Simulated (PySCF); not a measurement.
# What PySCF settings do for NaAl

Base input, run as `OMP_NUM_THREADS=1 python input.py` with PySCF 2.14:

```python
from pyscf import gto, scf, tdscf

mol = gto.M(
    atom='Na 0 0 0; Al 0 0 2.77',
    basis='jorge-dzp-dkh',
    charge=0,
    spin=0,
    verbose=4,
)
mf = scf.RHF(mol)
mf = mf.sfx2c1e()
mf.kernel()
td = tdscf.TDHF(mf)
td.nstates = 5
td.kernel()
td.analyze()
mf.dip_moment()
print('orbital energies (hartree):', mf.mo_energy[..., max(0, mol.nelec[1]-3):mol.nelec[0]+3].round(4))
```

Base result: E(SCF) = -404.350367 Eh, 9 cycles, μz(SCF) = -3.61 D, first singlet excitations without spin–orbit coupling 0.24, 0.24, 2.49, 3.00, 3.00 eV. Stability towards an unrestricted solution was not tested. The bond length is a typed value, not an optimised one.

It ran on Arm Neoverse V1 (1 thread, shared host) in 4.1 s, peak memory 0.16 GiB.

Each row names what differs from the base; energies in brackets are changes from the base.

| change | result | wall time (s) |
| --- | --- | --- |
| electric field along z (a.u.): none → 0.05 [may be another electronic state] | E(SCF) = -404.757151 Eh (-11.0691 eV), 8 cycles, μz(SCF) = 38.52 D, first singlet excitations without spin–orbit coupling 3.39, 3.39, 3.60, 4.94, 4.94 eV | 2.4 |
| length unit: angstrom → bohr [unsound on purpose] | stops with RuntimeError (This error is often caused by a problematic SCF solution, such as a saddle-point solution.) after the SCF | 1.1 |
| geometry: bond 2.77 → bond 2.438 | stops with RuntimeError (This error is often caused by a problematic SCF solution, such as a saddle-point solution.) after the SCF | 1.1 |
| functional: none (Hartree–Fock) → bhandhlyp; SCF type: RHF → RKS; step after the SCF: tdhf → analyze | E(SCF) = -405.298415 Eh, 8 cycles, μz(SCF) = -2.70 D | 1.9 |
| PCM solvent, dielectric constant: none → 32.6; step after the SCF: tdhf → analyze | E(SCF) = -404.362239 Eh (-0.3230 eV), 12 cycles, μz(SCF) = -9.20 D | 3 |
| functional: none (Hartree–Fock) → tpssh; SCF type: RHF → RKS; step after the SCF: tdhf → analyze | E(SCF) = -405.318627 Eh, 8 cycles, μz(SCF) = -2.97 D | 2.8 |
| step after the SCF: tdhf → eomee; frozen orbitals: default → 0; number of roots: 5 → 3 | E(SCF) = -404.350367 Eh (+0.0000 eV), 9 cycles, E(CCSD) − E(SCF) = -0.19701 Eh, μz(SCF) = -3.61 D, excitation roots 0.086, 0.086, 0.086, 0.086 eV | 13 |
| step after the SCF: tdhf → eomip; frozen orbitals: default → 0; number of roots: 5 → 4 | E(SCF) = -404.350367 Eh (+0.0000 eV), 9 cycles, E(CCSD) − E(SCF) = -0.19701 Eh, μz(SCF) = -3.61 D, ionisation roots 5.012, 6.415, 6.415, 9.124 eV | 4.1 |
| geometry: bond 2.77 → bond 3.102 | E(SCF) = -404.358342 Eh (-0.2170 eV), 9 cycles, μz(SCF) = -3.46 D, first singlet excitations without spin–orbit coupling 0.43, 0.43, 2.39, 2.90, 2.90 eV | 3.8 |
| functional: none (Hartree–Fock) → m06; SCF type: RHF → RKS; step after the SCF: tdhf → analyze | E(SCF) = -405.278375 Eh, 9 cycles, μz(SCF) = -2.74 D | 2.9 |
| cycle limit: 50 → 3 [unsound on purpose] | the SCF does not converge, then it stops with RuntimeError (This error is often caused by a problematic SCF solution, such as a saddle-point solution.) after the SCF | 1 |
| geometry: bond 2.77 → bond 5.54 [stretched restricted solution, likely unstable] | not converged: TD-SCF states [0, 1, 2, 3, 4], E(SCF) = -404.313634 Eh (+0.9996 eV), 9 cycles, μz(SCF) = -1.33 D, first singlet excitations without spin–orbit coupling 0.02, 0.02, 1.43, 2.14, 2.14 eV | 3.6 |
| second-order solver: off → on | E(SCF) = -404.350367 Eh (+0.0000 eV), 3 cycles, μz(SCF) = -3.61 D, first singlet excitations without spin–orbit coupling 0.24, 0.24, 2.49, 3.00, 3.00 eV | 4 |
| step after the SCF: tdhf → optimize | E(SCF) = -404.350367 Eh (+0.0000 eV), 9 cycles, all at the start geometry; optimised bond 3.217 Å with E = -404.358767 Eh after 7 steps | 5.4 |
| step after the SCF: tdhf → eomee; frozen orbitals: default → 0 | E(SCF) = -404.350367 Eh (+0.0000 eV), 9 cycles, E(CCSD) − E(SCF) = -0.19701 Eh, μz(SCF) = -3.61 D, excitation roots 0.086, 0.086, 0.086, 0.086, 0.086, 0.680 eV | 18 |
| step after the SCF: tdhf → stability | E(SCF) = -404.350367 Eh (+0.0000 eV), 9 cycles, μz(SCF) = -3.61 D, internal stable; real -> complex stable; RHF/RKS -> UHF/UKS unstable | 1.4 |
| geometry: bond 2.77 → bond 2.853 | E(SCF) = -404.353569 Eh (-0.0871 eV), 9 cycles, μz(SCF) = -3.59 D, first singlet excitations without spin–orbit coupling 0.31, 0.31, 2.47, 2.98, 2.98 eV | 3.9 |
| functional: none (Hartree–Fock) → bp86; SCF type: RHF → RKS; step after the SCF: tdhf → analyze | E(SCF) = -405.338888 Eh, 9 cycles, μz(SCF) = -2.02 D | 1.9 |
| number of roots: 5 → 2 | E(SCF) = -404.350367 Eh (+0.0000 eV), 9 cycles, μz(SCF) = -3.61 D, first singlet excitations without spin–orbit coupling 0.24, 0.24 eV | 3 |
| step after the SCF: tdhf → frequency [not at a minimum] | E(SCF) = -404.350367 Eh (+0.0000 eV), 9 cycles, μz(SCF) = -3.61 D, wavenumbers 304 cm⁻¹ | 5.8 |
| number of roots: 5 → 1 | E(SCF) = -404.350367 Eh (+0.0000 eV), 9 cycles, μz(SCF) = -3.61 D, first singlet excitations without spin–orbit coupling 0.24 eV | 3 |
| step after the SCF: tdhf → ccsd; frozen orbitals: default → 0 | E(SCF) = -404.350367 Eh (+0.0000 eV), 9 cycles, E(CCSD) − E(SCF) = -0.19701 Eh, μz(SCF) = -3.61 D | 3.4 |
| step after the SCF: tdhf → eomip; frozen orbitals: default → 6 | E(SCF) = -404.350367 Eh (+0.0000 eV), 9 cycles, E(CCSD) − E(SCF) = -0.11299 Eh, μz(SCF) = -3.61 D, ionisation roots 5.019, 6.348, 6.348, 9.082, 10.185 eV | 2 |

Order these changes by how far they move the SCF energy from the base, largest first: (1) PCM solvent, dielectric constant: none → 32.6; step after the SCF: tdhf → analyze; (2) electric field along z (a.u.): none → 0.05; (3) geometry: bond 2.77 → bond 2.853; (4) geometry: bond 2.77 → bond 3.102.

(2) -11.0691 eV, (1) -0.3230 eV, (4) -0.2170 eV, (3) -0.0871 eV.
